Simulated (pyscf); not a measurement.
H₂As–InH₂ (SMILES [AsH2][InH2]) + H₂O (SMILES O) → HO–AsH–InH₂ (SMILES O[AsH][InH2]) + H₂ (SMILES [H][H]), a four-centre exchange (singlet surface; As–H, H–O broken, As–O, H–H formed). Optimised with ωB97X-D3(BJ)/def2-SVP in PySCF. Energies in kcal/mol from the separated reactants.

Small-basis levels: PySCF, no dispersion term, spherical d functions. 

Q: In single points MP2/6-31G*+LANL2DZ puts the saddle at 45.0 kcal/mol and the reaction energy at +8.5 kcal/mol. Should these be trusted to within a few kcal/mol? Compare with ωB97M-D3(BJ)/def2-TZVP.

A: ωB97M-D3(BJ)/def2-TZVP gives ΔE‡ = 52.3 kcal/mol and ΔE = +15.8 kcal/mol. MP2/6-31G*+LANL2DZ lies 7.3 kcal/mol under it in the barrier and 7.4 kcal/mol under it in the reaction energy, so on this step it does not hold to within 3.0 kcal/mol. ωB97M-D3(BJ)/def2-TZVP has limits of its own. On the reactant side the descent ends in an adduct with a In–O contact, 14.4 kcal/mol under the separated species and 66.6 kcal/mol under the saddle at ωB97X-D3(BJ)/def2-TZVP. On the product side the descent ends in an adduct with a In–O contact (not fully relaxed), 0.3 kcal/mol under the separated species and 38.0 kcal/mol under the saddle at ωB97X-D3(BJ)/def2-TZVP. The same reactants have a lower exit, to HO–InH–AsH₂ + H₂ (barrier +13.8 kcal/mol at ωB97M-D3(BJ)/def2-TZVP, against +52.3 kcal/mol here). HO–AsH–InH₂ lies 20.1 kcal/mol over its isomer HO–InH–AsH₂ (electronic energy, ωB97M-D3(BJ)/def2-TZVP). This is the saddle that the search found; another between the same sides may lie lower. In the def2 sets elements up to Kr have no core potential. In the def2 sets elements past Kr carry core potentials, without spin-orbit coupling.
